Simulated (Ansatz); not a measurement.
Input file:

```yaml
crystal:
  periodic: [false, false, false]
  atoms:
    - {symbol: Si, position_ang: [0.000000, 0.000000, 0.000000]}
    - {symbol: P, position_ang: [0.000000, 0.000000, 2.343000]}
basis:
  gaussian: {orbitals: 6-31G}
magnetization: {spin_polarized: true, initial_magnetization: 3}
correlation: {method: ccsdtq, electrons: outside_noble_gas}
```

```sh
$ ansatz run in.yaml --threads 1 --pin off --events-out ev --progress --plain --max-ram 2393MiB
```

Output:

```
495 factors; integrals over basis functions are off by at most 4.7e-8 eV
mean field evaluation 1: about -17129.3636 eV, gradient 4.4e0 eV
mean field evaluation 2: about -17129.3666 eV, gradient 4.4e0 eV
mean field evaluation 4: about -17129.6759 eV, gradient 5.1e-1 eV
mean field evaluation 8: about -17129.6889 eV, gradient 9.5e-3 eV
mean field evaluation 16: about -17129.6821 eV, gradient 2.5e-1 eV
mean field evaluation 32: about -17129.6888 eV, gradient 2.5e-2 eV
mean field evaluation 64: about -17129.6684 eV, gradient 3.3e-1 eV
mean field evaluation 96: about -17128.9959 eV, gradient 1.7e0 eV
mean field evaluation 128: about -17129.1320 eV, gradient 1.9e-1 eV
mean field evaluation 160: about -17128.5749 eV, gradient 1.3e-1 eV
...
mean field -17129.68886313 eV, -629.5044548000 hartree, gradient 2.6e-6 eV, S^2 3.769156; 20 other end points of the search recorded, 0 dependent functions left out
determinant -17129.68886313 eV, -629.5044548000 hartree, with singles and doubles -17131.54793600 eV, -629.5727744676 hartree
determinant -17129.13821322 eV, -629.4842187890 hartree, with singles and doubles -17131.42644978 eV, -629.5683099313 hartree
determinant -17129.02380901 eV, -629.4800145119 hartree, with singles and doubles -17131.43322432 eV, -629.5685588914 hartree
determinant -17128.97052512 eV, -629.4780563649 hartree, with singles and doubles -17131.44263273 eV, -629.5689046439 hartree
determinant -17128.57475992 eV, -629.4635122621 hartree, with singles and doubles -17130.81944185 eV, -629.5460028014 hartree
determinant -17127.67332619 eV, -629.4303851836 hartree, with singles and doubles -17129.59979080 eV, -629.5011814520 hartree
determinant -17126.26990123 eV, -629.3788102674 hartree, with singles and doubles -17128.99485167 eV, -629.4789503491 hartree
determinant -17126.25567903 eV, -629.3782876114 hartree, with singles and doubles -17129.17459479 eV, -629.4855557869 hartree
determinant -17129.68886313 eV, -629.5044548000 hartree, with singles and doubles -17131.54869272 eV, -629.5728022766 hartree
determinant -17129.13821322 eV, -629.4842187890 hartree, with singles and doubles -17131.53771718 eV, -629.5723989330 hartree
determinant -17129.02380901 eV, -629.4800145119 hartree, with singles and doubles -17131.55567232 eV, -629.5730587723 hartree
determinant -17128.97052512 eV, -629.4780563649 hartree, with singles and doubles -17131.51200302 eV, -629.5714539549 hartree
10 core orbitals not correlated: weight in the atoms' cores, before any rotation towards them, 1.000 or more for the frozen orbitals, at most 0.000 for the correlated occupied ones
reference -17129.68886313 eV, -629.5044548000 hartree; 6, 3 occupied and 10, 13 virtual orbitals, 495 factors
second order -1.33014663 eV of doubles, -0.00000000 eV of singles
...
cycle  12  -1.91809394 eV  change   -7.6e-6 eV  update   6.0e-5
cycle  13  -1.91811861 eV  change   -2.5e-5 eV  update   4.0e-5
cycle  14  -1.91812767 eV  change   -9.1e-6 eV  update   2.6e-5
cycle  15  -1.91811878 eV  change    8.9e-6 eV  update   1.6e-5
cycle  16  -1.91811459 eV  change    4.2e-6 eV  update   6.8e-6
cycle  17  -1.91811323 eV  change    1.4e-6 eV  update   3.7e-6
cycle  18  -1.91811377 eV  change   -5.4e-7 eV  update   2.6e-6
cycle  19  -1.91811488 eV  change   -1.1e-6 eV  update   1.7e-6
cycle  20  -1.91811569 eV  change   -8.1e-7 eV  update   1.2e-6
cycle  21  -1.91811581 eV  change   -1.2e-7 eV  update   7.8e-7
Total energy: -17131.60697894 eV, -629.5749442558 hartree
```

Ran on 1 thread of Intel Xeon Platinum 8259CL, shared host: 33 s wall, 0.26 GiB peak host memory.
